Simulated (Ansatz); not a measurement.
# GaH3: inputs that go wrong

Aim: try 2 inputs for GaH3 as typed, read how each ends, and find what has to change.

Program: Ansatz 0.2.0, Gaussian basis. Level of theory: the settings change from run to run. These are calculated values, not measurements.

## Step 1: The relaxed structure

The geometry comes from an earlier relaxation with r2SCAN-D4 in a triple-zeta def2 set; it is a stationary point.

4 atoms, charge 0, spin multiplicity 1.

Atoms are counted from 1 here; the program's logs count them from 0.

Bond lengths: Ga1–H2 1.562 Å, Ga1–H3 1.562 Å, Ga1–H4 1.562 Å. Angles: H2–Ga1–H3 120.0°, H2–Ga1–H4 120.0°, H3–Ga1–H4 120.0°.

## Step 2: Attempt 1

Input file in.yaml:

```yaml
crystal:
  periodic: [false, false, false]
  atoms:
    - {symbol: Ga, position_ang: [-0.000002, -0.000023, -0.000969]}
    - {symbol: H, position_ang: [1.562029, -0.028916, 0.014083]}
    - {symbol: H, position_ang: [-0.755833, 1.367211, -0.017820]}
    - {symbol: H, position_ang: [-0.806195, -1.338272, 0.004706]}
basis:
  gaussian: {orbitals: def2-mTZVPP}
hamiltonian: {xc: {name: HF}}
correlation: {method: mp2, frozen_orbitals: {Ga: 9}}
scf: {omitted_lower_state_checks: [starts]}
output: {forces: true}
```

On the command line:

```
> ansatz run in.yaml --threads 4 --pin off --events-out ev --progress --plain --max-ram 3916MiB
```

The program printed:

```text
Functional definition: HF
  name "HF"
  cite "Fock, Z. Phys. 61, 126 (1930) doi:10.1007/BF01340294"
  parent pbe
  exchange = exact_x
  correlation = 0
these checks for a lower state are left out or cut short: starts
Error: "frozen_orbitals" has no count for H
```

Run time: 0.05 s. Hardware: 4 threads of Arm Neoverse V2, shared host.

Diagnosis: Refused before any calculation. Frozen orbitals are typed for one element alone, and the program wants a count for each. Cure: leave frozen_orbitals out, or give every element a count that its core really has.

## Step 3: Attempt 2

Input file in.yaml:

```yaml
crystal:
  periodic: [false, false, false]
  atoms:
    - {symbol: Ga, position_ang: [-0.000001, -0.000014, -0.000679]}
    - {symbol: H, position_ang: [1.093421, -0.017350, 0.008450]}
    - {symbol: H, position_ang: [-0.453500, 0.957048, -0.010692]}
    - {symbol: H, position_ang: [-0.564337, -0.802963, 0.003294]}
basis:
  gaussian: {orbitals: "6-31G*"}
hamiltonian: {xc: {name: revPBE0}}
scf: {lower_state_search: off}
```

The command is unchanged.

The program printed (excerpt; [...] marks lines left out):

```text
Functional definition: revPBE0
  name "revPBE0"
  cite "Zhang & Yang, Phys. Rev. Lett. 80, 890 (1998) doi:10.1103/PhysRevLett.80.890"
  cite "Adamo & Barone, J. Chem. Phys. 110, 6158 (1999) doi:10.1063/1.478522"
  cite "Perdew, Burke & Ernzerhof, Phys. Rev. Lett. 77, 3865 (1996) doi:10.1103/PhysRevLett.77.3865"
[...]
407 factors; integrals over basis functions are off by at most 4.9e-4 eV
[...]
mean field -52400.03409648 eV, -1925.6657350269 hartree, gradient 6.5e-6 eV, S^2 0.000000; 0 other end points of the search recorded, 0 dependent functions left out
reference -52400.03412958 eV, -1925.6657362432 hartree; 17, 17 occupied and 24, 24 virtual orbitals, 407 factors
Total energy: -52400.03412958 eV, -1925.6657362432 hartree
Checks for a lower state left out: stability, starts, cluster_reference, orbital_swaps, neighbouring_geometries, increment
```

It took 0.2 s on 4 threads of Arm Neoverse V2, shared host.

What is wrong: It ended without an error, which proves nothing about the input. The geometry is squeezed well below its size. The shortest distance is 0.98 Å (Ga1–H4), against 1.56 Å in the relaxed molecule. Its energy is no property of the relaxed molecule. Fix: use the relaxed coordinates.

## Step 4: Summary

```tsv
attempt	level	ended	cause	time
1	MP2/def2-mTZVPP	refused	frozen orbitals are typed for one element alone, and the program wants a count for each	0.05 s
2	revPBE0/6-31G*	converged	the geometry is squeezed well below its size	0.2 s
```

1 refused, 1 converged. A refusal costs next to no computing time. The dangerous case is the input that converges on a wrong geometry, charge, spin, basis or grid: often only a look at the input shows it.
